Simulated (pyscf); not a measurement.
Elementary routes open to `[OH][SiH2][OH]` + `[NH3]` in the gas phase (singlet surface):
A. `[OH2]` + `[NH2][SiH2][OH]` (O–Si, H–N broken; H–O, N–Si formed)
B. `[NH2][SiH]([OH])[OH]` + `[H][H]` (H–Si, H–N broken; N–Si, H–H formed)

Optimised with ωB97X-D3(BJ)/def2-SVP in PySCF.

Problem. Rank the routes by free-energy barrier at 298 K, lowest first, for ωB97M-D3(BJ)/def2-TZVP energies (ideal gas, 1 atm, RRHO with modes under 100 cm⁻¹ raised to 100, one conformer, R ln 2 for chiral ones without a mode under 150 cm⁻¹).

Solution. A (38.6 kcal/mol), B (40.6 kcal/mol)

Route A is the fastest of these, ahead of the next by 2.0 kcal/mol. The most stable products are those of B (ΔG = -14.6 kcal/mol), whose barrier is 2.0 kcal/mol higher: the kinetic and the thermodynamic product differ. At 1200 K A is still the fastest. A: On the reactant side the descent ends in an adduct with a N–Si contact, 5.3 kcal/mol under the separated species and 33.9 kcal/mol under the saddle at ωB97X-D3(BJ)/def2-TZVP. On the product side the descent ends in a complex, 4.8 kcal/mol under the separated species and 22.1 kcal/mol under the saddle at ωB97X-D3(BJ)/def2-TZVP. Only these routes are compared; each barrier is that of the saddle found, and lower ones may exist.
